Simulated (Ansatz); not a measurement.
CH₅AlO, singlet: at the end structure of a reaction step.

Input (in.yaml):

```yaml
crystal:
  periodic: [false, false, false]
  atoms:
    - {symbol: Al, position_ang: [-0.203714, -1.517091, 1.947742]}
    - {symbol: H, position_ang: [0.210567, -1.591989, -1.345933]}
    - {symbol: O, position_ang: [-0.123279, -0.141757, 0.992078]}
    - {symbol: C, position_ang: [-0.062802, 1.037108, 0.261796]}
    - {symbol: H, position_ang: [0.316441, -1.886529, -2.024356]}
    - {symbol: H, position_ang: [-1.006811, 1.587747, 0.332293]}
    - {symbol: H, position_ang: [0.130593, 0.828113, -0.796130]}
    - {symbol: H, position_ang: [0.739004, 1.684397, 0.632511]}
basis:
  gaussian: {orbitals: STO-3G}
hamiltonian: {xc: hf}
```

Launched with

```bash
ansatz run in.yaml --threads 2 --pin off --events-out ev --progress --plain --max-ram 4352MiB
```

Output of Ansatz 0.2.0:

```
Functional definition: HF
  name "HF"
  cite "Fock, Z. Phys. 61, 126 (1930) doi:10.1007/BF01340294"
  parent pbe
  exchange = exact_x
  correlation = 0
300 factors; integrals over basis functions are off by at most 7.6e-5 eV
mean field evaluation 1: about -9606.3179 eV, gradient 2.5e1 eV
mean field evaluation 2: about -9606.4353 eV, gradient 2.5e1 eV
mean field evaluation 4: about -9608.5308 eV, gradient 1.4e0 eV
mean field evaluation 8: about -9608.5380 eV, gradient 3.2e-2 eV
mean field -9608.53800490 eV, -353.1072587791 hartree, gradient 5.7e-5 eV, S^2 0.000000; 0 other end points of the search recorded, 0 dependent functions left out
reference -9608.53800490 eV, -353.1072587791 hartree; 16, 16 occupied and 8, 8 virtual orbitals, 300 factors
Total energy: -9608.53800490 eV, -353.1072587791 hartree
```

The run took about 0.15 s on 2 CPU threads of an Intel Xeon 6975P-C (shared host).
